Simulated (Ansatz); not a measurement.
# AlClH2N (charge -1): rotation by 180° about the N1–Al2 bond

How high is the barrier for the rotation by 180° about the N1–Al2 bond? Relax the two ends, then run a nudged elastic band between them. SMILES of the start: [NH-][AlH][Cl].

Method: RKS B3LYP-D4/cc-pVDZ, in Ansatz 0.2.0.

**1. The structure to begin with**

Bond lengths: N1–Al2 1.710 Å, Al2–Cl3 2.122 Å, N1–H4 1.019 Å, Al2–H5 1.615 Å. Angles: N1–Al2–Cl3 123.0°, N1–Al2–H5 138.6°, Cl3–Al2–H5 98.4°, Al2–N1–H4 114.5°.

Coordinates:

```xyz
5

N    -1.3130   -0.2945   -0.4402
Al    0.2890    0.0609    0.0423
Cl    1.8904    0.2711   -1.3339
H    -1.9794   -0.3664    0.3269
H     1.1130    0.3289    1.4050
```

**2. Relaxing end A**

input.yaml

```yaml
crystal:
  periodic: [false, false, false]
  atoms:
    - { symbol: "N", position_ang: [-1.31297, -0.29447, -0.44019] }
    - { symbol: Al, position_ang: [0.28905, 0.06088, 0.04229] }
    - { symbol: Cl, position_ang: [1.8904, 0.27105, -1.33394] }
    - { symbol: H, position_ang: [-1.97943, -0.36636, 0.32686] }
    - { symbol: H, position_ang: [1.11295, 0.32889, 1.40498] }
total_charge: -1
basis:
  gaussian: { orbitals: cc-pVDZ }
hamiltonian:
  xc: b3lyp
  dispersion: d4
relax:
  f_tol: 0.015
  max_steps: 40
```

The run is started by

```
> ansatz run input.yaml --threads 1 --pin off --max-ram 2048MiB --backend cpu --events-out ev --progress --plain --runs-dir out
```

Log, shortened:

```text
Warning: RAYON_NUM_THREADS=1 ignored (pool sized by the plan → 1); use --threads N
[...]
Functional definition: B3LYP
[...]
664 factors; integrals over basis functions are off by at most 2.9e-4 eV
[...]
mean field -20645.37889292 eV, -758.7036803744 hartree, gradient 1.5e-5 eV, S^2 0.000000; 0 other end points of the search recorded, 0 dependent functions left out
[...]
reference -20645.37911920 eV, -758.7036886901 hartree; 20, 20 occupied and 40, 40 virtual orbitals, 664 factors
relax step   1: F+E_penalty+E_count = -20645.55233389 eV  Δ(F+E_penalty+E_count) = +0.000e0 eV  max|allowed force component| = 1.291e0 eV/Å  Δτ_max = 0.0000 Å  (26 SCF iters, accepted)
[...]
relax step   6: F+E_penalty+E_count = -20645.68847119 eV  Δ(F+E_penalty+E_count) = -1.166e-5 eV  max|allowed force component| = 1.662e-2 eV/Å  Δτ_max = 0.0138 Å  (29 SCF iters, accepted)
[...]
relax step   7: F+E_penalty+E_count = -20645.68861147 eV  Δ(F+E_penalty+E_count) = -1.403e-4 eV  max|allowed force component| = 8.999e-4 eV/Å  Δτ_max = 0.0076 Å  (24 SCF iters, accepted)
664 factors; integrals over basis functions are off by at most 3.0e-4 eV
[...]
mean field -20645.51912361 eV, -758.7088337571 hartree, gradient 9.9e-6 eV, S^2 0.000000; 1 other end points of the search recorded, 0 dependent functions left out
[...]
reference -20645.51935169 eV, -758.7088421389 hartree; 20, 20 occupied and 40, 40 virtual orbitals, 664 factors
Total energy: -20645.68883955 eV, -758.7150707028 hartree
Atom 0 at    -1.308205    -0.294117    -0.450266 Å, force     0.000727     0.000627    -0.000427 eV/Å
Atom 1 at     0.303479     0.066837     0.087154 Å, force    -0.000437    -0.000283    -0.000048 eV/Å
Atom 2 at     1.922406     0.267531    -1.460196 Å, force     0.000213    -0.000064    -0.000111 eV/Å
Atom 3 at    -1.983938    -0.367274     0.326374 Å, force     0.000309    -0.000250     0.000900 eV/Å
Atom 4 at     1.066258     0.327013     1.496934 Å, force    -0.000812    -0.000030    -0.000314 eV/Å
Dipole moment:     0.454208     0.094455     0.056184 e Å
```

Run time: 12 s. Hardware: 1 thread of AMD EPYC 7R43 (Zen 3), shared host; peak memory 0.14 GiB.

The steps of the relaxation:

```tsv
step	energy from step 1 (eV)	largest force component (eV/Å)
1	0.0000	1.2907
2	-0.1211	0.5004
3	-0.1344	0.1985
4	-0.1359	0.0245
5	-0.1361	0.0373
6	-0.1361	0.0166
7	-0.1363	0.0009
```

Step 1 is the start.

After: Bond lengths: N1–Al2 1.737 Å, Al2–Cl3 2.248 Å, N1–H4 1.032 Å, Al2–H5 1.624 Å. Angles: N1–Al2–Cl3 118.3°, N1–Al2–H5 137.5°, Cl3–Al2–H5 104.2°, Al2–N1–H4 112.9°.

**3. Relaxing end B**

The second end starts from a geometry with the move made by hand.

input.yaml

```yaml
crystal:
  periodic: [false, false, false]
  atoms:
    - { symbol: "N", position_ang: [-1.31297, -0.29447, -0.44019] }
    - { symbol: Al, position_ang: [0.28905, 0.06088, 0.04229] }
    - { symbol: Cl, position_ang: [0.8519, 0.33076, 2.07031] }
    - { symbol: H, position_ang: [-1.97943, -0.36636, 0.32686] }
    - { symbol: H, position_ang: [1.73508, 0.29637, -0.63677] }
total_charge: -1
basis:
  gaussian: { orbitals: cc-pVDZ }
hamiltonian:
  xc: b3lyp
  dispersion: d4
relax:
  f_tol: 0.015
  max_steps: 40
output:
  orbitals: {}
```

The run is started by

```
> ansatz run input.yaml --threads 1 --pin off --max-ram 2048MiB --backend cpu --events-out ev --progress --plain --runs-dir out
```

Log, shortened:

```text
Warning: RAYON_NUM_THREADS=1 ignored (pool sized by the plan → 1); use --threads N
[...]
[... 1 set-up line as earlier in the session ...]
[...]
664 factors; integrals over basis functions are off by at most 2.8e-4 eV
[...]
mean field -20645.36044184 eV, -758.7030023097 hartree, gradient 2.4e-5 eV, S^2 0.000000; 0 other end points of the search recorded, 0 dependent functions left out
[...]
reference -20645.36066760 eV, -758.7030106063 hartree; 20, 20 occupied and 40, 40 virtual orbitals, 664 factors
relax step   1: F+E_penalty+E_count = -20645.53565974 eV  Δ(F+E_penalty+E_count) = +0.000e0 eV  max|allowed force component| = 1.973e0 eV/Å  Δτ_max = 0.0000 Å  (26 SCF iters, accepted)
[...]
relax step   4: F+E_penalty+E_count = -20645.79439139 eV  Δ(F+E_penalty+E_count) = -3.882e-3 eV  max|allowed force component| = 5.072e-2 eV/Å  Δτ_max = 0.0329 Å  (30 SCF iters, accepted)
[...]
relax step   5: F+E_penalty+E_count = -20645.79518511 eV  Δ(F+E_penalty+E_count) = -7.937e-4 eV  max|allowed force component| = 1.478e-2 eV/Å  Δτ_max = 0.0235 Å  (30 SCF iters, accepted)
664 factors; integrals over basis functions are off by at most 3.6e-4 eV
mean field -20645.62995454 eV, -758.7129067188 hartree, gradient 8.5e-6 eV, S^2 0.000000; 1 other end points of the search recorded, 0 dependent functions left out
[...]
reference -20645.63018224 eV, -758.7129150866 hartree; 20, 20 occupied and 40, 40 virtual orbitals, 664 factors
Total energy: -20645.79541281 eV, -758.7189871981 hartree
Atom 0 at    -1.267004    -0.289175    -0.484347 Å, force    -0.000057     0.002547     0.005524 eV/Å
Atom 1 at     0.301417     0.072044     0.144854 Å, force     0.000685     0.000294     0.014782 eV/Å
Atom 2 at     0.987812     0.374858     2.293452 Å, force    -0.004794    -0.001310    -0.011449 eV/Å
Atom 3 at    -2.049699    -0.392062     0.174506 Å, force     0.000187    -0.001676    -0.003890 eV/Å
Atom 4 at     1.611104     0.261515    -0.765966 Å, force     0.003979     0.000144    -0.004968 eV/Å
Dipole moment:     0.248148     0.098257     0.623430 e Å
```

It took 9.1 s on 1 thread of AMD EPYC 7R43 (Zen 3), shared host; peak memory 0.14 GiB.

The steps of the relaxation:

```tsv
step	energy from step 1 (eV)	largest force component (eV/Å)
1	0.0000	1.9727
2	-0.2353	0.5021
3	-0.2548	0.2294
4	-0.2587	0.0507
5	-0.2595	0.0148
```

Step 1 is the start.

After: Bond lengths: N1–Al2 1.728 Å, Al2–Cl3 2.276 Å, N1–H4 1.028 Å, Al2–H5 1.606 Å. Angles: N1–Al2–Cl3 130.2°, N1–Al2–H5 123.9°, Cl3–Al2–H5 105.9°, Al2–N1–H4 118.6°.

**4. Nudged elastic band**

crystal.atoms is end A as relaxed above, and neb.final_atoms is end B, turned to lie on A. With 5 inner images the band has 7 in all.

input.yaml

```yaml
crystal:
  periodic: [false, false, false]
  atoms:
    - { symbol: "N", position_ang: [-1.308205, -0.294117, -0.450266] }
    - { symbol: Al, position_ang: [0.303479, 0.066837, 0.087154] }
    - { symbol: Cl, position_ang: [1.922406, 0.267531, -1.460196] }
    - { symbol: H, position_ang: [-1.983938, -0.367274, 0.326374] }
    - { symbol: H, position_ang: [1.066258, 0.327013, 1.496934] }
total_charge: -1
basis:
  gaussian: { orbitals: cc-pVDZ }
hamiltonian:
  xc: b3lyp
  dispersion: d4
neb:
  order_check: false
  images: 5
  f_tol: 0.05
  max_iterations: 60
  initial_path: idpp
  final_atoms:
    - { symbol: "N", position_ang: [-1.37638485, -0.24644738, 0.32505209] }
    - { symbol: Al, position_ang: [0.31837567, 0.08201959, 0.24622477] }
    - { symbol: Cl, position_ang: [1.70594768, 0.21732231, -1.55256507] }
    - { symbol: H, position_ang: [-1.88582357, -0.41677422, -0.5517292] }
    - { symbol: H, position_ang: [1.23788507, 0.36386971, 1.53301742] }
```

The run is started by

```
> ansatz run input.yaml --threads 1 --pin off --max-ram 2048MiB --backend cpu --events-out ev --progress --plain --runs-dir out
```

Log, shortened:

```text
Warning: RAYON_NUM_THREADS=1 ignored (pool sized by the plan → 1); use --threads N
[...]
[... 1 set-up line as earlier in the session ...]
[...]
664 factors; integrals over basis functions are off by at most 3.0e-4 eV
[...]
mean field -20645.51913304 eV, -758.7088341036 hartree, gradient 1.6e-5 eV, S^2 0.000000; 0 other end points of the search recorded, 0 dependent functions left out
[...]
reference -20645.51936049 eV, -758.7088424624 hartree; 20, 20 occupied and 40, 40 virtual orbitals, 664 factors
665 factors; integrals over basis functions are off by at most 4.9e-4 eV
[...]
mean field -20645.62995886 eV, -758.7129068775 hartree, gradient 2.8e-5 eV, S^2 0.000000; 0 other end points of the search recorded, 0 dependent functions left out
[...]
reference -20645.63018672 eV, -758.7129152513 hartree; 20, 20 occupied and 40, 40 virtual orbitals, 665 factors
[...]
NEB iter   1: max|band force component| = 8.860e-1 eV/Å  barrier→ = 0.2045 eV  barrier← = 0.3111 eV  Δτ_max = 0.0811 Å  (179 SCF iters)
[...]
NEB iter   4: max|band force component| = 1.079e-1 eV/Å  barrier→ = 0.1786 eV  barrier← = 0.2852 eV  CI = image 3  Δτ_max = 0.0083 Å  (137 SCF iters)
[...]
NEB iter   5: max|band force component| = 4.181e-2 eV/Å  barrier→ = 0.1790 eV  barrier← = 0.2856 eV  CI = image 3  Δτ_max = 0.0000 Å  (247 SCF iters)
Total energy: -20645.50985263 eV, -758.7084930549 hartree
Atom 0 at    -1.252610    -0.243666     0.036102 Å, force    -0.004090     0.000299     0.020243 eV/Å
Atom 1 at     0.379341     0.085259     0.136082 Å, force     0.007732     0.000623    -0.014176 eV/Å
Atom 2 at     1.735571     0.212482    -1.672553 Å, force    -0.003255    -0.000295     0.004470 eV/Å
Atom 3 at    -2.234606    -0.431129     0.136127 Å, force    -0.002185    -0.001135    -0.012737 eV/Å
Atom 4 at     1.372305     0.377044     1.364242 Å, force     0.001797     0.000509     0.002199 eV/Å
Dipole moment:     0.273017     0.036851    -0.210767 e Å
this run last wrote the band of iteration 5 to <dir>
```

Wall time 41 s (1 thread of AMD EPYC 7R43 (Zen 3), shared host); peak memory 0.13 GiB.

**5. What the band shows**

The 5 inner images lie between the fixed ends 0 and 6. Energy is taken from image 0, and the path length is the program's own coordinate along the band.

```tsv
image	path (Å)	energy (eV)	dihedral H4–N1–Al2–Cl3 (°)	band force (eV/Å)
0	0.000	0.0000	-180	-
1	0.229	0.0315	180	0.022
2	0.459	0.1222	180	0.042
3*	0.688	0.1790	179	0.018
4	0.965	0.0767	0	0.019
5	1.241	-0.0665	0	0.006
6	1.518	-0.1066	0	-
```

The star marks the climbing image.

image, energy (eV) and a bar:
```
        0      0.000 ###########
        1      0.032 ###############
        2      0.122 ########################
        3      0.179 ##############################
        4      0.077 ###################
        5     -0.066 ####
        6     -0.107
```

The top of the band by iteration:

```tsv
iteration	highest image above image 0 (eV)	largest band force (eV/Å)
1	0.2045	0.886
2	0.1744	0.263
3	0.1771	0.156
4	0.1786	0.108
5	0.1790	0.042
```

Positions of all images (Å):

```xyz
5
image=0 dE=0.0000
N    -1.308   -0.294   -0.450
Al    0.303    0.067    0.087
Cl    1.922    0.268   -1.460
H    -1.984   -0.367    0.326
H     1.066    0.327    1.497
5
image=1 dE=0.0315
N    -1.281   -0.281   -0.362
Al    0.326    0.075    0.142
Cl    1.850    0.249   -1.507
H    -2.096   -0.396    0.245
H     1.200    0.352    1.483
5
image=2 dE=0.1222
N    -1.262   -0.263   -0.187
Al    0.357    0.083    0.156
Cl    1.789    0.230   -1.584
H    -2.190   -0.419    0.184
H     1.306    0.369    1.431
5
image=3 dE=0.1790
N    -1.253   -0.244    0.036
Al    0.379    0.085    0.136
Cl    1.736    0.212   -1.673
H    -2.235   -0.431    0.136
H     1.372    0.377    1.364
5
image=4 dE=0.0767
N    -1.256   -0.224    0.301
Al    0.383    0.084    0.104
Cl    1.673    0.193   -1.760
H    -2.210   -0.432    0.054
H     1.410    0.380    1.301
5
image=5 dE=-0.0665
N    -1.275   -0.211    0.504
Al    0.367    0.081    0.115
Cl    1.562    0.166   -1.822
H    -2.101   -0.420   -0.058
H     1.448    0.384    1.261
5
image=6 dE=-0.1066
N    -1.355   -0.234    0.413
Al    0.334    0.083    0.225
Cl    1.607    0.188   -1.658
H    -1.919   -0.413   -0.428
H     1.333    0.376    1.448
```

**6. Frequencies at the highest image**

The geometry is the highest inner image of the first converged band.

input.yaml

```yaml
crystal:
  periodic: [false, false, false]
  atoms:
    - { symbol: "N", position_ang: [-1.25261, -0.243666, 0.036102] }
    - { symbol: Al, position_ang: [0.379341, 0.085259, 0.136082] }
    - { symbol: Cl, position_ang: [1.735571, 0.212482, -1.672553] }
    - { symbol: H, position_ang: [-2.234606, -0.431129, 0.136127] }
    - { symbol: H, position_ang: [1.372305, 0.377044, 1.364242] }
total_charge: -1
basis:
  gaussian: { orbitals: cc-pVDZ }
hamiltonian:
  xc: b3lyp
  dispersion: d4
phonons: {}
```

The run is started by

```
> ansatz run input.yaml --threads 1 --pin off --max-ram 2048MiB --backend cpu --events-out ev --progress --plain --runs-dir out
```

Log, shortened:

```text
Warning: RAYON_NUM_THREADS=1 ignored (pool sized by the plan → 1); use --threads N
[...]
[... 1 set-up line as earlier in the session ...]
[...]
665 factors; integrals over basis functions are off by at most 3.3e-4 eV
[...]
mean field -20645.34056664 eV, -758.7022719097 hartree, gradient 3.9e-5 eV, S^2 0.000000; 0 other end points of the search recorded, 0 dependent functions left out
[...]
reference -20645.34079621 eV, -758.7022803462 hartree; 20, 20 occupied and 40, 40 virtual orbitals, 665 factors
[...]
665 factors; integrals over basis functions are off by at most 3.3e-4 eV
[...]
mean field -20645.34021419 eV, -758.7022589572 hartree, gradient 1.4e-6 eV, S^2 0.000000; 0 other end points of the search recorded, 0 dependent functions left out
[...]
reference -20645.34044373 eV, -758.7022673927 hartree; 20, 20 occupied and 40, 40 virtual orbitals, 665 factors
[...]
665 factors; integrals over basis functions are off by at most 3.3e-4 eV
[...]
mean field -20645.34052409 eV, -758.7022703458 hartree, gradient 1.9e-6 eV, S^2 0.000000; 0 other end points of the search recorded, 0 dependent functions left out
[...]
reference -20645.34075362 eV, -758.7022787808 hartree; 20, 20 occupied and 40, 40 virtual orbitals, 665 factors
WARN: phonons: modes at or below zero, which the zero-point energy, F, S and C_V leave out: 1, the lowest at -474.68 cm⁻¹. A minimum has none, and a first-order saddle one
Total energy: -20645.50985592 eV, -758.7084931758 hartree
Atom 0 at    -1.252610    -0.243666     0.036102 Å, force    -0.004100     0.000295     0.020230 eV/Å
Atom 1 at     0.379341     0.085259     0.136082 Å, force     0.007733     0.000625    -0.014162 eV/Å
Atom 2 at     1.735571     0.212482    -1.672553 Å, force    -0.003267    -0.000298     0.004467 eV/Å
Atom 3 at    -2.234606    -0.431129     0.136127 Å, force    -0.002164    -0.001131    -0.012737 eV/Å
Atom 4 at     1.372305     0.377044     1.364242 Å, force     0.001797     0.000509     0.002202 eV/Å
Dipole moment:     0.273017     0.036850    -0.210766 e Å
Vibrations: -474.68 187.95 234.26 382.70 504.21 714.86 1023.61 1786.70 3731.94 cm⁻¹, zero-point energy 0.531038 eV
```

Wall time 29 s (1 thread of AMD EPYC 7R43 (Zen 3), shared host); peak memory 0.13 GiB.

Of 9 modes, 1 is imaginary by more than 30 cm⁻¹ (475i cm⁻¹).

**7. Summary of results**

| quantity | value |
| --- | --- |
| end A | 6 moves, 0.136 eV lower |
| end B | 4 moves, 0.260 eV lower |
| barrier forwards | 0.18 eV |
| barrier backwards | 0.29 eV |
| second end relative to first | -0.107 eV |
| highest image | 3 of 0 to 6, climbing |
| band iterations | 5 |
| imaginary modes at the top | 475i cm⁻¹ |

What this shows: Along this path the system climbs 0.18 eV from the first end (7 kT at 300 K). Going back costs 0.29 eV, since the second end is 0.11 eV below the first. The listed dihedral goes from -180° at end A through 179° at the highest image to 0° at end B. A dihedral can also flip by an angle opening through a straight line, so this need not be a plain rotation. One imaginary mode, as a first-order saddle point has. Zero-point energy and entropy are left out.
